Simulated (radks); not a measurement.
**O³⁺ in [He] 2s1.5 2p1 3s0.5: an all-electron calculation**

The task here is to estimate one member of a computed series from the others.

The numbers are computed with radks (a radial shooting solver on a logarithmic mesh, Libxc functionals) version 1 (scalar-relativistic Kohn-Sham, r2SCAN, spin-unpolarised, spherical densities, finite nucleus), except any that are marked as measured or tabulated.

### What is computed

| Quantity | Value |
| --- | --- |
| element | oxygen (Z = 8) |
| charge | +3 |
| electrons | 5 |
| configuration | [He] 2s1.5 2p1 3s0.5 |
| nuclear rms radius | 2.6991 fm |

Set-up of the first run:

The run's settings:

```text
Z 8
configuration [He] 2s1.5 2p1 3s0.5 3p0 4s0
relativity scalar-relativistic
functional r2scan,r2scan
spin unpolarised
nucleus finite rms 2.6991 fm
c 137.035999084
```

Command:

```bash
$ python run_ks.py task.json out
```

The same process makes all the runs of this session.

One of the session's tables, all rows but one given; the rest of the session is left out.

It belongs to the step «Shells». Sizes of the orbitals, from the radial functions (bohr):

```
level     <r>  outermost maximum (interpolated)  90 % within  nodes
   1s  0.1984                             0.129        0.355      0
   2s  0.9590                             0.798         1.48      1
   2p  0.9013                             0.699         1.47      0
   3s   2.677                              2.46         3.86      2
   3p       ?                                 ?            ?      ?
```

Estimate the missing values for 3p.

As computed: <r>: 2.757; outermost maximum (interpolated): 2.54; 90 % within: 4.04; nodes: 1. In the column «<r>» it is the highest.
